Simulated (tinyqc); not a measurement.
CCSD on RHF in the sto-6g basis, for BH3, spin multiplicity 1, step by step (part 2 of 2). Computed by tinyqc, a small Python program that keeps every step (integrals from PySCF). Command: `OMP_NUM_THREADS=1 python tinyqc.py 31793 31794 out.jsonl` (the two numbers bound the seeds that draw the settings). One thread of a shared host (Intel(R) Xeon(R) Processor @ 2.60GHz), about 0.4 s of CPU time with the checks.

Geometry (angstrom):
```
atom         x         y        z
B      0.00000   0.00000  0.04300
H      1.18200   0.00000  0.00000
H     -0.59100   1.02300  0.00000
H     -0.59100  -1.02300  0.00000
```

## Convergence

Stop when the energy changes by less than 1e-10 hartree and every element of the error matrix X^T (F D S - S D F) X is below 3e-06.

Course of the cycle:
```
iteration  E (hartree)     change  largest element of the error matrix
1          -24.1588231          -                             9.61e-01
2          -26.3243564  -2.17e+00                             1.53e-01
3          -26.3290903  -4.73e-03                             1.19e-02
4          -26.3291276  -3.73e-05                             9.59e-04
5          -26.3291289  -1.29e-06                             7.99e-05
6          -26.3291289  -2.16e-09                             8.38e-07
7          -26.3291289  -6.96e-13                             2.49e-07
```

PySCF RHF in the same basis = -26.3291289 hartree

Converged in 7 iterations.

## Integrals over molecular orbitals

coefficients C, order 1B 1s, 1B 2s, 1B 2px, 1B 2py, 1B 2pz, 2H 1s, 3H 1s, 4H 1s:
$$\begin{pmatrix}
0.99422 & -0.21955 & 0.00000 & -0.00010 & -0.01380 & -0.24539 & 0.00184 & 0.00000 \\
0.02466 & 0.54937 & 0.00000 & 0.00040 & 0.06566 & 1.48023 & -0.01160 & 0.00000 \\
0.00000 & -0.00026 & 0.00000 & 0.50810 & 0.00000 & 0.00854 & 1.19382 & 0.00000 \\
0.00000 & 0.00000 & 0.50813 & 0.00000 & 0.00000 & 0.00000 & 0.00000 & 1.19390 \\
-0.00015 & -0.00692 & 0.00000 & 0.00000 & 0.99799 & -0.07625 & 0.00058 & 0.00000 \\
-0.00436 & 0.28226 & 0.00000 & 0.51666 & -0.02088 & -0.75637 & -0.99204 & 0.00000 \\
-0.00436 & 0.28263 & 0.44733 & -0.25808 & -0.02086 & -0.74561 & 0.50479 & -0.86440 \\
-0.00436 & 0.28263 & -0.44733 & -0.25808 & -0.02086 & -0.74561 & 0.50479 & 0.86440
\end{pmatrix}$$

core Hamiltonian H = T + V (hartree), order 1B 1s, 1B 2s, 1B 2px, 1B 2py, 1B 2pz, 2H 1s, 3H 1s, 4H 1s:
$$\begin{pmatrix}
-13.78710 & -3.43371 & 0.00003 & 0.00000 & 0.00216 & -0.91715 & -0.91831 & -0.91831 \\
-3.43371 & -4.66916 & 0.00018 & 0.00000 & 0.01778 & -2.04440 & -2.04596 & -2.04596 \\
0.00003 & 0.00018 & -3.97947 & 0.00000 & -0.00001 & -1.83210 & 0.91701 & 0.91701 \\
0.00000 & 0.00000 & 0.00000 & -3.97945 & 0.00000 & 0.00000 & -1.58723 & 1.58723 \\
0.00216 & 0.01778 & -0.00001 & 0.00000 & -3.79653 & 0.07036 & 0.07043 & 0.07043 \\
-0.91715 & -2.04440 & -1.83210 & 0.00000 & 0.07036 & -3.19184 & -0.48874 & -0.48874 \\
-0.91831 & -2.04596 & 0.91701 & -1.58723 & 0.07043 & -0.48874 & -3.19293 & -0.48950 \\
-0.91831 & -2.04596 & 0.91701 & 1.58723 & 0.07043 & -0.48874 & -0.48950 & -3.19293
\end{pmatrix}$$

Given earlier and not repeated: Two-electron integrals (ij|kl) in chemists' order.

(pq|rs) = sum C_ip C_jq C_kr C_ls (ij|kl), one index at a time.

one-electron integrals over orbitals h = C^T H C (hartree):
$$\begin{pmatrix}
-13.77440 & 0.30059 & 0.00000 & 0.00015 & 0.02160 & 0.32090 & -0.00239 & 0.00000 \\
0.30059 & -3.80824 & 0.00000 & 0.00018 & -0.01122 & -0.62161 & 0.00496 & 0.00000 \\
0.00000 & 0.00000 & -3.55247 & 0.00000 & 0.00000 & 0.00000 & 0.00000 & -0.62455 \\
0.00015 & 0.00018 & 0.00000 & -3.55215 & -0.00002 & -0.00507 & -0.62482 & 0.00000 \\
0.02160 & -0.01122 & 0.00000 & -0.00002 & -3.79453 & 0.03516 & -0.00025 & 0.00000 \\
0.32090 & -0.62161 & 0.00000 & -0.00507 & 0.03516 & -2.99343 & -0.00128 & 0.00000 \\
-0.00239 & 0.00496 & 0.00000 & -0.62482 & -0.00025 & -0.00128 & -3.16013 & 0.00000 \\
0.00000 & 0.00000 & -0.62455 & 0.00000 & 0.00000 & 0.00000 & 0.00000 & -3.16008
\end{pmatrix}$$

Two-electron integrals over orbitals (pq|rs), unique and non-zero (hartree):
```
(11|11) 2.89849     (21|11) -0.25242    (21|21) 0.03493     (22|11) 0.60499
(22|21) -0.00866    (22|22) 0.44387     (31|31) 0.00766     (32|31) 0.01296
(32|32) 0.12163     (33|11) 0.54804     (33|21) -0.00340    (33|22) 0.44061
(33|33) 0.49421     (41|11) -0.00012    (41|21) 1.20e-05    (41|22) -2.05e-05
(41|33) -0.00412    (41|41) 0.00766     (42|11) -1.59e-05   (42|21) -1.02e-05
(42|22) -0.00016    (42|33) -0.06345    (42|41) 0.01295     (42|42) 0.12151
(43|31) -0.00411    (43|32) -0.06340    (43|43) 0.04916     (44|11) 0.54796
(44|21) -0.00340    (44|22) 0.44045     (44|33) 0.39566     (44|41) 0.00413
(44|42) 0.06352     (44|44) 0.49428     (51|11) -0.01636    (51|21) 0.00207
(51|22) -0.00138    (51|33) -0.00067    (51|41) 1.22e-06    (51|42) 9.89e-08
(51|44) -0.00067    (51|51) 0.02228     (52|11) 0.00824     (52|21) -0.00070
(52|22) -0.00173    (52|33) -0.00111    (52|41) -2.48e-07   (52|42) 3.03e-07
(52|44) -0.00111    (52|51) 0.02092     (52|52) 0.06890     (53|31) 0.00025
(53|32) -0.00149    (53|43) 0.00151     (53|53) 0.01801     (54|11) 9.61e-06
(54|21) -5.98e-07   (54|22) 2.19e-06    (54|33) 0.00152     (54|41) 0.00025
(54|42) -0.00149    (54|44) -0.00152    (54|51) 1.05e-05    (54|52) 2.36e-05
(54|54) 0.01801     (55|11) 0.74275     (55|21) -0.00943    (55|22) 0.46303
(55|33) 0.43593     (55|41) -4.02e-06   (55|42) -1.26e-05   (55|44) 0.43588
(55|51) 0.00211     (55|52) 0.01066     (55|54) 9.25e-06    (55|55) 0.58742
(61|11) -0.29196    (61|21) 0.04165     (61|22) -0.00936    (61|33) -0.00347
(61|41) 0.00012     (61|42) 0.00014     (61|44) -0.00339    (61|51) 0.00124
(61|52) -0.00187    (61|54) 2.56e-06    (61|55) -0.00776    (61|61) 0.04994
(62|11) 0.22356     (62|21) -0.01032    (62|22) 0.04232     (62|33) 0.02234
(62|41) 0.00005     (62|42) 2.47e-06    (62|44) 0.02199     (62|51) -0.00181
(62|52) -0.00062    (62|54) 1.98e-05    (62|55) 0.10744     (62|61) -0.01080
(62|62) 0.07114     (63|31) 0.00343     (63|32) -0.04220    (63|43) 0.03987
(63|53) 0.00176     (63|63) 0.05810     (64|11) 0.00164     (64|21) -4.61e-05
(64|22) 0.00042     (64|33) 0.04049     (64|41) 0.00338     (64|42) -0.04295
(64|44) -0.04005    (64|51) -2.51e-07   (64|52) 3.31e-05    (64|54) 0.00179
(64|55) 0.00079     (64|61) 3.19e-06    (64|62) 0.00086     (64|64) 0.05900
(65|11) -0.00722    (65|21) -0.00035    (65|22) -0.00433    (65|33) -0.00199
(65|41) 6.53e-06    (65|42) 4.52e-05    (65|44) -0.00195    (65|51) 0.02360
(65|52) 0.06528     (65|54) 0.00015     (65|55) 0.00127     (65|61) -0.00176
(65|62) -0.00681    (65|64) -3.23e-05   (65|65) 0.06850     (66|11) 0.63960
(66|21) -0.01298    (66|22) 0.44239     (66|33) 0.44062     (66|41) 0.00019
(66|42) 0.00160     (66|44) 0.44231     (66|51) -0.00384    (66|52) -0.00775
(66|54) -3.24e-05   (66|55) 0.46370     (66|61) -0.01371    (66|62) 0.03043
(66|64) -0.00044    (66|65) -0.00985    (66|66) 0.46186     (71|11) 0.00220
(71|21) -0.00032    (71|22) 4.54e-05    (71|33) -0.00527    (71|41) 0.01347
(71|42) 0.01951     (71|44) 0.00534     (71|51) -9.40e-06   (71|52) 1.36e-05
(71|54) 0.00050     (71|55) 0.00006     (71|61) -0.00020    (71|62) 0.00017
(71|64) 0.00623     (71|65) 2.39e-05    (71|66) 0.00041     (71|71) 0.02397
(72|11) -0.00177    (72|21) 0.00008     (72|22) -0.00034    (72|33) 0.02497
(72|41) 0.00762     (72|42) -0.00386    (72|44) -0.02533    (72|51) 1.33e-05
(72|52) 5.18e-07    (72|54) 0.00259     (72|55) -0.00085    (72|61) 0.00018
(72|62) -0.00022    (72|64) 0.04592     (72|65) 0.00006     (72|66) -0.00038
(72|71) 0.01284     (72|72) 0.04881     (73|31) 0.00332     (73|32) 0.05226
(73|43) -0.02400    (73|53) -0.00132    (73|63) -0.03016    (73|73) 0.03693
(74|11) 0.20331     (74|21) -0.00536    (74|22) 0.04578     (74|33) 0.05306
(74|41) -0.00336    (74|42) -0.05159    (74|44) 0.00612     (74|51) 0.00009
(74|52) 0.00448     (74|54) 0.00130     (74|55) 0.09664     (74|61) -0.00508
(74|62) 0.06764     (74|64) 0.03042     (74|65) -0.00146    (74|66) 0.02800
(74|71) -0.00545    (74|72) 0.00877     (74|74) 0.10458     (75|11) 0.00005
(75|21) 2.12e-06    (75|22) 2.47e-05    (75|33) -0.00283    (75|41) 0.00089
(75|42) 0.00599     (75|44) 0.00286     (75|51) -0.00018    (75|52) -0.00050
(75|54) 0.01621     (75|55) -1.25e-05   (75|61) 2.41e-05    (75|62) 0.00006
(75|64) -0.00218    (75|65) -0.00036    (75|66) 0.00015     (75|71) 0.00147
(75|72) 0.00080     (75|74) -0.00253    (75|75) 0.02032     (76|11) 0.00027
(76|21) 2.02e-05    (76|22) -2.27e-05   (76|33) -0.05758    (76|41) 0.01323
(76|42) 0.10904     (76|44) 0.05789     (76|51) 2.54e-05    (76|52) 0.00007
(76|54) -0.00196    (76|55) 0.00007     (76|61) 0.00019     (76|62) 0.00006
(76|64) -0.04573    (76|65) 0.00011     (76|66) 0.00168     (76|71) 0.02085
(76|72) -0.00954    (76|74) -0.05265    (76|75) 0.00532     (76|76) 0.11142
(77|11) 0.68566     (77|21) -0.00954    (77|22) 0.45924     (77|33) 0.42670
(77|41) -0.00102    (77|42) 0.02672     (77|44) 0.49059     (77|51) -0.00045
(77|52) 0.00164     (77|54) -0.00162    (77|55) 0.47812     (77|61) -0.00937
(77|62) 0.04582     (77|64) -0.03580    (77|65) -0.00105    (77|66) 0.46916
(77|71) -0.00267    (77|72) -0.03138    (77|74) 0.04358     (77|75) 0.00084
(77|76) 0.02805     (77|77) 0.52927     (81|31) 0.01347     (81|32) 0.01952
(81|43) -0.00528    (81|53) 0.00050     (81|63) 0.00631     (81|73) 0.00540
(81|81) 0.02397     (82|31) 0.00761     (82|32) -0.00395    (82|43) 0.02518
(82|53) 0.00259     (82|63) 0.04582     (82|73) -0.00999    (82|81) 0.01284
(82|82) 0.04883     (83|11) 0.20326     (83|21) -0.00536    (83|22) 0.04563
(83|33) 0.00586     (83|41) 0.00334     (83|42) 0.05194     (83|44) 0.05336
(83|51) 0.00009     (83|52) 0.00448     (83|54) -0.00131    (83|55) 0.09661
(83|61) -0.00500    (83|62) 0.06752     (83|64) -0.02969    (83|65) -0.00142
(83|66) 0.02955     (83|71) 0.00549     (83|72) -0.01015    (83|74) 0.03636
(83|75) 0.00257     (83|76) 0.05337     (83|77) 0.06402     (83|83) 0.10503
(84|31) 0.00335     (84|32) 0.05195     (84|43) -0.02369    (84|53) -0.00131
(84|63) -0.02973    (84|73) 0.03261     (84|81) 0.00546     (84|82) -0.00963
(84|84) 0.03647     (85|31) 0.00089     (85|32) 0.00599     (85|43) -0.00284
(85|53) 0.01621     (85|63) -0.00214    (85|73) 0.00257     (85|81) 0.00147
(85|82) 0.00080     (85|84) 0.00256     (85|85) 0.02032     (86|31) 0.01324
(86|32) 0.10868     (86|43) -0.05713    (86|53) -0.00193    (86|63) -0.04438
(86|73) 0.05335     (86|81) 0.02088     (86|82) -0.00914    (86|84) 0.05302
(86|85) 0.00530     (86|86) 0.11055     (87|31) 0.00072     (87|32) -0.02921
(87|43) 0.03322     (87|53) 0.00167     (87|63) 0.03709     (87|73) -0.01183
(87|81) 0.00228     (87|82) 0.03125     (87|84) -0.01153    (87|85) -0.00095
(87|86) -0.02984    (87|87) 0.03484     (88|11) 0.68566     (88|21) -0.00954
(88|22) 0.45931     (88|33) 0.49146     (88|41) 0.00082     (88|42) -0.02839
(88|44) 0.42579     (88|51) -0.00045    (88|52) 0.00164     (88|54) 0.00166
(88|55) 0.47813     (88|61) -0.00934    (88|62) 0.04625     (88|64) 0.03736
(88|65) -0.00106    (88|66) 0.46831     (88|71) 0.00250     (88|72) 0.03079
(88|74) 0.06459     (88|75) -0.00091    (88|76) -0.02936    (88|77) 0.46179
(88|83) 0.04251     (88|88) 0.53014
```

## CCSD: starting amplitudes

orbital energies (hartree): MO1 -7.52417, MO2 -0.67035, MO3 -0.46807, MO4 -0.46806, MO5 0.23345, MO6 0.69822, MO7 0.74997, MO8 0.75005

t_ij^ab = <ij||ab> / (e_i + e_j - e_a - e_b), whose energy is MP2.

Starting amplitudes (spin orbitals 1a, 1b, ...; amplitudes related by a flip of all spins are not repeated; the 24 largest):
```
from      to         t
3a 3b  8a 8b  -0.04311
4a 4b  7a 7b  -0.04293
2a 2b  5a 5b  -0.03812
2a 4b  6a 7b  -0.02615
2a 3b  6a 8b  -0.02610
2a 2b  6a 6b  -0.02599
4a 4b  6a 6b  -0.02530
3a 3b  6a 6b  -0.02491
2a 4b  6b 7a   0.01775
2a 3b  6b 8a   0.01771
2a 2b  8a 8b  -0.01719
2a 2b  7a 7b  -0.01718
3a 3b  7a 7b  -0.01516
4a 4b  8a 8b  -0.01497
3a 4b  7b 8a   0.01493
3a 4b  7a 8b  -0.01339
3a 3b  5a 5b  -0.01284
4a 4b  5a 5b  -0.01284
4a 4b  6a 7b  -0.01276
3a 3b  6a 7b   0.01265
3a 4b  6a 8b   0.01247
3a 4b  6b 8a  -0.01245
2a 4a  6a 7a  -0.00839
2a 3a  6a 8a  -0.00839
```

correlation energy = -0.0366238 hartree

## CCSD: amplitude update 1

t_i^a D_i^a and t_ij^ab D_ij^ab are set to the remaining terms of the spin-orbital equations, evaluated with the old amplitudes; for the doubles these are <ij||ab> + 1/2 <ab||ef> t_ij^ef + 1/2 <mn||ij> t_mn^ab + P(ij)P(ab) <mb||ej> t_im^ae + terms in t^2 + terms with t1, D the orbital-energy denominators.

Amplitudes after update 1 (spin orbitals 1a, 1b, ...; amplitudes related by a flip of all spins are not repeated; the 24 largest):
```
from      to         t
3a 3b  8a 8b  -0.05602
4a 4b  7a 7b  -0.05578
2a 2b  5a 5b  -0.04900
2a 4b  6a 7b  -0.03406
2a 3b  6a 8b  -0.03399
4a 4b  6a 6b  -0.03320
3a 3b  6a 6b  -0.03266
2a 2b  6a 6b  -0.03174
2a 4b  6b 7a   0.02552
2a 3b  6b 8a   0.02545
2a 2b  8a 8b  -0.02105
2a 2b  7a 7b  -0.02104
3a 4b  7a 8b  -0.01973
3a 4b  7b 8a   0.01955
4a 4b  6a 7b  -0.01731
3a 3b  7a 7b  -0.01723
3a 3b  6a 7b   0.01719
4a 4b  8a 8b  -0.01697
3a 4b  6a 8b   0.01692
3a 4b  6b 8a  -0.01692
3a 3b  5a 5b  -0.01271
4a 4b  5a 5b  -0.01270
2a 4a  6a 7a  -0.00854
2a 3a  6a 8a  -0.00854
```

correlation energy = -0.0475018 hartree

## CCSD: amplitude update 2

As before.

Amplitudes after update 2 (spin orbitals 1a, 1b, ...; amplitudes related by a flip of all spins are not repeated; the 24 largest):
```
from      to         t
3a 3b  8a 8b  -0.06051
4a 4b  7a 7b  -0.06025
2a 2b  5a 5b  -0.05280
2a 4b  6a 7b  -0.03635
2a 3b  6a 8b  -0.03627
4a 4b  6a 6b  -0.03612
3a 3b  6a 6b  -0.03555
2a 2b  6a 6b  -0.03364
2a 4b  6b 7a   0.02841
2a 3b  6b 8a   0.02833
3a 4b  7a 8b  -0.02249
2a 2b  8a 8b  -0.02217
2a 2b  7a 7b  -0.02216
3a 4b  7b 8a   0.02110
4a 4b  6a 7b  -0.01879
3a 3b  6a 7b   0.01867
3a 4b  6b 8a  -0.01836
3a 4b  6a 8b   0.01836
3a 3b  7a 7b  -0.01746
4a 4b  8a 8b  -0.01718
3a 3b  5a 5b  -0.01118
4a 4b  5a 5b  -0.01117
2a 4a  6a 7a  -0.00794
2a 3a  6a 8a  -0.00793
```

correlation energy = -0.0510464 hartree

## CCSD: convergence

E_corr = 1/4 sum <ij||ab> t_ij^ab + 1/2 sum <ij||ab> t_i^a t_j^b; stop when the norm of the change is below 1e-8.

Course of the amplitude iterations:
```
update  correlation energy (hartree)  norm of the change
0                         -0.0366238                   -
1                         -0.0475018            7.69e-02
2                         -0.0510464            2.73e-02
3                         -0.0522607            1.04e-02
4                         -0.0526947            4.23e-03
5                         -0.0528551            1.80e-03
6                         -0.0529162            7.97e-04
7                         -0.0529401            3.62e-04
8                         -0.0529497            1.68e-04
9                         -0.0529537            7.85e-05
10                        -0.0529553            3.71e-05
11                        -0.0529561            1.77e-05
12                        -0.0529564            8.46e-06
13                        -0.0529565            4.07e-06
14                        -0.0529566            1.97e-06
15                        -0.0529566            9.55e-07
16                        -0.0529566            4.65e-07
17                        -0.0529566            2.28e-07
18                        -0.0529566            1.12e-07
19                        -0.0529566            5.52e-08
20                        -0.0529566            2.73e-08
21                        -0.0529566            1.36e-08
22                        -0.0529566            6.77e-09
```

Converged amplitudes (spin orbitals 1a, 1b, ...; amplitudes related by a flip of all spins are not repeated; the 24 largest):
```
from      to         t
3a 3b  8a 8b  -0.06324
4a 4b  7a 7b  -0.06298
2a 2b  5a 5b  -0.05564
4a 4b  6a 6b  -0.03775
2a 4b  6a 7b  -0.03743
2a 3b  6a 8b  -0.03734
3a 3b  6a 6b  -0.03715
2a 2b  6a 6b  -0.03481
2a 4b  6b 7a   0.03022
2a 3b  6b 8a   0.03013
3a 4b  7a 8b  -0.02447
2a 2b  8a 8b  -0.02257
2a 2b  7a 7b  -0.02256
3a 4b  7b 8a   0.02201
4a 4b  6a 7b  -0.01945
3a 3b  6a 7b   0.01933
3a 4b  6b 8a  -0.01900
3a 4b  6a 8b   0.01899
3a 3b  7a 7b  -0.01731
4a 4b  8a 8b  -0.01702
3a 3b  5a 5b  -0.00879
4a 4b  5a 5b  -0.00878
2a 3b  7a 8b   0.00739
2a 3b  7b 8a  -0.00734
```

CCSD total energy = -26.3820855 hartree

T1 diagnostic, norm of the one-spin t1 over sqrt(correlated electrons) = 0.00201

Converged in 22 updates.
